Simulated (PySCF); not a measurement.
Input of a response calculation (the driver script's job line, then coordinates in Å):

```
{"job": {"kind": "uv", "xc": "CAM-B3LYP", "basis": "def2-SVPD", "nstates": 8, "ntriplets": 3}, "charge": 0, "multiplicity": 1}
C      2.544982     0.240250     0.913597
C      1.875489    -0.386332     0.143480
C      1.030451    -1.102142    -0.779803
P      0.107849     0.095881    -1.897408
C     -0.873622     1.043783    -0.632627
C     -1.642981     0.215926     0.388018
H      3.151109     0.765490     1.589270
H      0.324749    -1.735429    -0.235607
H      1.645673    -1.734291    -1.427865
H     -0.911206    -0.824211    -2.197958
H     -1.564292     1.669633    -1.206537
H     -0.171959     1.714203    -0.126942
H     -2.294787     0.863222     0.972362
H     -2.260956    -0.533738    -0.105265
H     -0.964913    -0.284256     1.075718
```

Output:

```
coarse grid: 12640 points
cycle   1  E = -536.7575597319  dE =  6.084e-01  |g| = 3.237e-01  |ddm| = 8.792e+00
cycle   2  E = -536.7736907063  dE = -1.613e-02  |g| = 2.387e-01  |ddm| = 1.657e+00
cycle   3  E = -536.7882511925  dE = -1.456e-02  |g| = 5.705e-02  |ddm| = 5.755e-01
cycle   4  E = -536.7888214776  dE = -5.703e-04  |g| = 3.639e-02  |ddm| = 1.315e-01
cycle   5  E = -536.7891448162  dE = -3.233e-04  |g| = 7.001e-03  |ddm| = 9.055e-02
cycle   6  E = -536.7891573278  dE = -1.251e-05  |g| = 1.928e-03  |ddm| = 1.960e-02
cycle   7  E = -536.7891583712  dE = -1.043e-06  |g| = 3.265e-04  |ddm| = 5.548e-03
final grid: 116320 points
cycle   8  E = -536.8700359461  dE = -3.262e-05  |g| = 3.054e-03  |ddm| = 8.711e-02
cycle   9  E = -536.8700365503  dE = -6.041e-07  |g| = 2.796e-03  |ddm| = 1.126e-02
cycle  10  E = -536.8700385267  dE = -1.976e-06  |g| = 3.748e-04  |ddm| = 3.908e-03
cycle  11  E = -536.8700385473  dE = -2.060e-08  |g| = 2.730e-04  |ddm| = 1.164e-03
cycle  12  E = -536.8700385654  dE = -1.813e-08  |g| = 5.597e-05  |ddm| = 4.720e-04
cycle  13  E = -536.8700385663  dE = -9.029e-10  |g| = 1.057e-05  |ddm| = 1.456e-04
converged SCF energy = -536.8700385663

Static polarisability (au): isotropic 83.396, principal 71.548 81.705 96.935

Singlet excitations
state   eV       nm        f      main configurations
  1   6.3772    194.4   0.01128   H->L 0.70
  2   6.4615    191.9   0.07894   H->L+1 0.73
  3   6.5343    189.7   0.02282   H-1->L+3 0.19, H->L 0.10, H->L+2 0.10
  4   6.7478    183.7   0.01360   H-1->L+2 0.18, H-1->L+1 0.14, H-2->L+3 0.13
  5   6.8306    181.5   0.00606   H-2->L+2 0.24, H-2->L+1 0.15, H-1->L+3 0.14
  6   7.1378    173.7   0.06423   H->L+2 0.39, H->L+6 0.12, H->L+3 0.11
  7   7.3004    169.8   0.00943   H-1->L 0.53, H->L+3 0.15
  8   7.4956    165.4   0.03801   H-2->L 0.29, H->L+3 0.20, H-1->L 0.13

Triplet excitations (Tamm-Dancoff, eV): 5.3322 5.3831 5.5568
```

Computed, not measured: PySCF 2.14.0, density-fitted response routines, TDDFT CAM-B3LYP/def2-SVPD, vertical, gas phase, core orbitals frozen in the response. Isolated species at its GFN2-xTB geometry (one conformer only).

**Question.** What is the polarisability anisotropy, √(½[(α1 − α2)² + (α2 − α3)² + (α3 − α1)²])?

**Answer.** 22.13 au.

**Question.** What transition dipole goes with state 2?

**Answer.** |μ|² = 3f / (2ΔE) = 3 × 0.0789 / (2 × 0.2375) ≈ 0.499 au, so |μ| = 1.79 D.

**Question.** How many basis functions and electrons does this run hold?

**Answer.** 196 basis functions for 54 electrons in 27 doubly occupied orbitals.

**Question.** How much of the mean polarisability do the listed states account for?

**Answer.** The sum over states Σ f/ΔE² (ΔE in hartree) gives 3.88 au, 5% of the total; the rest comes from higher roots of the same response equations.

**Question.** What is the gap between the lowest singlet and the lowest triplet?

**Answer.** 6.3772 − 5.3322 = 1.0450 eV (full response against Tamm–Dancoff).

**Question.** Write the structure that the coordinates describe.

**Answer.** `C#CCPCC` (C5H9P), point group C1.

The SCF starts on a coarse grid; the energy jumps when the final grid takes over, and dE counts afresh there. H and L stand for HOMO and LUMO.

The values belong to the conformer `[CH:1]#[C:2][CH2:3][PH:4][CH2:5][CH3:6]`: C2–C3–P4–C5 -61°, C3–P4–C5–C6 -49°.
